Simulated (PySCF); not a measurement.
Basis-set dependence of ClF at HF

PySCF, RHF reference; singlet, unpaired electrons none; De to Cl + F without counterpoise correction.

```tsv
basis	relativity	functions	Re (Å)	ωe (cm⁻¹)	De (eV)	μ (D)
STO-3G	no relativity	14	1.678	1033	0.10	0.57
3-21G	no relativity	22	1.689	863	-0.43	-1.21
x2c-SVPall	spin-free X2C	32	1.615	882	0.08	-1.47
cc-pV(T+d)Z/cc-pVTZ	no relativity	69	1.584	916	0.35	-1.05
x2c-TZVPPall	spin-free X2C	73	1.585	916	0.35	-1.07
def2-TZVPPD	no relativity	91	1.583	920	0.39	-0.95
```

Task: How does each smaller set differ from the one with most functions, def2-TZVPPD?

Result: STO-3G: +9.5 pm, +12.3 % in ωe, -0.29 eV in De; 3-21G: +10.6 pm, -6.2 % in ωe, -0.82 eV in De; x2c-SVPall: +3.2 pm, -4.1 % in ωe, -0.31 eV in De; cc-pV(T+d)Z/cc-pVTZ: +0.1 pm, -0.4 % in ωe, -0.04 eV in De; x2c-TZVPPall: +0.2 pm, -0.4 % in ωe, -0.04 eV in De. All at HF; the set with most functions is neither the basis-set limit nor always the best. The rows treat relativity differently, so the differences are not basis effects alone.

A positive dipole means Cl(−)F(+). Where the molecule has an RHF reference, its open-shell atoms are computed with UHF. 3-21G and STO-3G are very small, so such numbers show the basis as much as the molecule. Hartree–Fock leaves out correlation, which carries a large part of most bond energies and some tenths to 1 eV of ionisation energies. A negative De means that the minimum lies above the separated atoms at that level.
